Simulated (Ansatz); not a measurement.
# SiGePH, triplet: reading a ladder of total energies

Geometry: displaced at random from a stationary point.

```tsv
atom	x (Å)	y (Å)	z (Å)
Ge	0.0653	0.2069	0.9394
Si	-0.2141	0.7903	-1.5390
P	0.0027	-1.2496	-0.7443
H	1.1738	1.4695	-1.9463
```

Basis cc-pVDZ; Ansatz 0.2.0. Only valence electrons are correlated (noble-gas cores and the filled d shells of p-block atoms frozen), which leaves 14 electrons in 44 orbitals. Prefix R: restricted or restricted open-shell reference; prefix U: unrestricted. No spin–orbit coupling is included, and no scalar relativity.

Full CI isn't at hand for all of this; UCCSDT(Q) serves as the reference, and is uncertain by about the last step of the cluster series.

Runs differ by some tens of microhartree through their thresholds and, for an open shell, their frozen cores, so steps under 0.03 kcal/mol mean nothing.

| level | total energy (hartree) |
| --- | --- |
| UHF | -2705.528415 |
| UMP2 | -2705.789477 |
| UCCSD | -2705.824696 |
| UCCSD(T) | -2705.841507 |
| UCCSDT | -2705.843094 |
| UCCSDT(Q) | -2705.844872 |

Q: What is the correlation energy at UCCSDT(Q), and what share of it do UMP2 and UCCSDT recover?

A: E(corr) = -2705.844872 − (-2705.528415) = -0.316457 hartree = -8.611 eV. UMP2: -0.261062 / -0.316457 = 82.50 %. UCCSDT: -0.314679 / -0.316457 = 99.44 %.

Q: By how many kcal/mol does UCCSD(T) miss UCCSDT(Q) (1 hartree = 627.509 kcal/mol), and which steps make up the rest?

A: -2705.841507 − (-2705.844872) = 0.003365 hartree = 2.11 kcal/mol. Steps: UCCSDT − UCCSD(T) = -1.00, UCCSDT(Q) − UCCSDT = -1.12 kcal/mol. Differences between like states or geometries often cancel part of this.
